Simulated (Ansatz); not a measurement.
Results of HSE06 (plane waves, PAW; Ansatz, an electronic-structure program) for bcc K.

Input:

Ansatz 0.2 input:
```yaml
crystal:
  lattice:
    - [-2.6130915765, 2.6130915765, 2.6130915765]
    - [2.6130915765, -2.6130915765, 2.6130915765]
    - [2.6130915765, 2.6130915765, -2.6130915765]
  atoms:
    - { symbol: K, position: [0.0, 0.0, 0.0] }
basis:
  ecutwfc: 460
  ecutrho_ratio: 4
  xc_grid: 2
kpoints:
  mp_grid: { grid: [10, 10, 10] }
hamiltonian:
  xc: hse06
  dispersion: none
  pseudopotentials: { kind: paw }
scf:
  occupations: { method: fermi_dirac, width: 0.05 }
  convergence: { dr2_threshold: 0.0000000001 }
output:
  forces: false
  stress: true
  eigenvalues: true
```

Question: How many irreducible k-points, plane waves at Γ does the program set up, and what pressure does the run end with?

Answer: 47 irreducible k-points, 1553 plane waves at Γ; P = 0.23 GPa, so the cell is compressed on average and its volume would grow at this level.

From the output:

```
WARN output.stress: scf.exx.energy_threshold = 1e-6 eV is looser than the 1e-8 eV advised for a stress under a hybrid functional (1e-8 eV for each atom of the …
Crystal: 1 atoms, lattice volume = 71.371 Å³
Basis set: ecut = 460 eV, 1553 PW (Γ), exchange–correlation on 64×64×64 points (8 copies of the dense FFT grid, shifted against one another)
Bands: 9, of which v1, the nominal top of the filled ones, is band 5 counted from 1 (4 counted from 0)
Symmetry: 48 space group operations
Space group: Im-3m (ITA 229), of the structure as read, at distance tolerance 4.1e-5 Å
k-points: 47 of 1000
SCF iter   1: F=—  HF=-1537.783621 eV  |F-HF|=—  |Δ(HF+E_count)|=         —  Δρ=3.50e-4  dr2=3.92e-5
SCF iter   2: F=—  HF=-1537.783871 eV  |F-HF|=—  |Δ(HF+E_count)|=   2.50e-4  Δρ=1.98e-4  dr2=1.51e-5
  ...
SCF 1 converged in 8 iterations: F = -1537.783955 eV  dr2 = 9.84e-12
Crystal: 1 atoms, lattice volume = 71.371 Å³
Initial density: handed on by an earlier stage of this run
Crystal: 1 atoms, lattice volume = 71.371 Å³
SCF iter   4: F=—  HF=-1538.655832 eV  |F-HF|=—  |Δ(HF+E_count)|=  1.21e-10  Δρ=3.64e-7  dr2=2.41e-10
SCF iter   5: F=-1538.655832 eV  HF=-1538.655832 eV  |F-HF|=1.59e-12  |Δ(HF+E_count)|=   1.36e-9  Δρ=1.28e-7  dr2=1.32e-11
SCF 3 converged in 5 iterations: F = -1538.655832 eV  dr2 = 1.32e-11
Free energy (F): -1538.655832 eV
Internal energy: -1538.648697 eV  (E = F + TS)
E sigma→0 (E₀):  -1538.652264 eV
Fermi energy:    1.918493 eV
--- Stress (GPa, compression-positive) ---
        0.231535      -0.000000      -0.000000
        0.000000       0.231535       0.000000
        0.000000      -0.000000       0.231535
  P = ⅓ Tr σ = 0.2315 GPa (2.315 kbar)
```

The cell is one volume of an energy–volume scan, off the minimum.

The PAW data were made under PBE.

Note: the run warned that the count of filled bands differs between k points.

The result took around 110 core-seconds (rough).
